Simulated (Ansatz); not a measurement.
Two shapes of doublet CFO.

Shape 1:

```xyz
3

F     0.0000    0.2143   -1.1359
C     0.0000   -0.3635    0.0434
O     0.0000    0.1492    1.0926
```

Shape 2:

```xyz
3

F     0.0000    0.2314   -1.2268
C     0.0000   -0.3926    0.0468
O     0.0000    0.1611    1.1800
```

Basis set: def2-SVP (spherical functions). Left uncorrelated: 3 orbitals. Correlation on ROHF uses semicanonical orbitals with singles. Charge 0, multiplicity 2.

Computed with Ansatz (development build ahead of 0.2.0); each method stands on the lowest determinant of its kind that the runs found.

Problem. Which shape is lower in energy, and by how much in each method?

Solution.

```csv
method,E(2) − E(1) (eV)
ROHF,1.026
UHF,0.958
ROHF-MP2,0.471
UHF-MP2,0.757
ROHF-CCSD(T),0.463
```

Shape 1 is lower. Caution for UHF, UHF-MP2: the unrestricted determinant is spin contaminated.
